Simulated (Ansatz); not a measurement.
Relaxation of BClFH3 (6 atoms, charge 0, multiplicity 1), to a largest force component of 0.03 eV/Å in at most 50 steps.

Computed with RKS B3LYP-D4/def2-SVP (Ansatz 0.2.0).

```xyz
6
Properties=species:S:1:pos:R:3:forces:R:3
B 0.017 -0.394 -0.400 0.03 0.31 -0.20
Cl 0.059 -0.018 2.637 -0.02 -0.89 -0.63
H 1.030 0.224 -0.614 -0.05 -0.01 0.02
F -1.140 0.134 -0.745 0.04 -0.02 0.03
H 0.008 -1.509 0.047 -0.02 -0.29 0.04
H 0.031 -1.108 1.866 0.02 0.90 0.73
```

Q: Where does it end, and by what steps?

A: The run converged. The force dipped under the threshold on the way, but the program's further checks kept it going. After 19 steps the energy has fallen by 0.083 eV; H6 moved furthest, 0.82 Å.

```tsv
step	energy less start (eV)	largest force component (eV/Å)	accepted
0	0.0000	0.903	yes
1	-0.0265	0.763	yes
2	-0.0277	1.176	yes
3	-0.0468	0.863	yes
4	-0.0742	0.243	yes
5	-0.0778	0.077	yes
6	-0.0785	0.042	yes
7	-0.0669	0.764	no
8	-0.0798	0.014	yes
9	-0.0782	0.332	no
10	-0.0801	0.074	yes
11	-0.0742	0.339	no
12	-0.0804	0.027	yes
13	-0.0807	0.019	yes
14	-0.0810	0.062	yes
15	-0.0811	0.100	yes
16	-0.0813	0.076	yes
17	-0.0815	0.090	yes
18	-0.0404	0.814	no
19	-0.0826	0.008	yes
```

```xyz
6
Properties=species:S:1:pos:R:3
B 0.059 -0.380 -0.516
Cl 0.361 -0.083 2.400
H 0.964 0.392 -0.716
F -1.181 0.080 -0.581
H 0.207 -1.569 -0.357
H -0.405 -1.110 2.560
```

Whether the end is a true minimum wasn't checked by a vibrational analysis.

Time of the run: 12 s on 1 thread of AMD EPYC 9R45 96-Core Processor (Zen 5), on a shared host, peak memory 0.15 GiB.
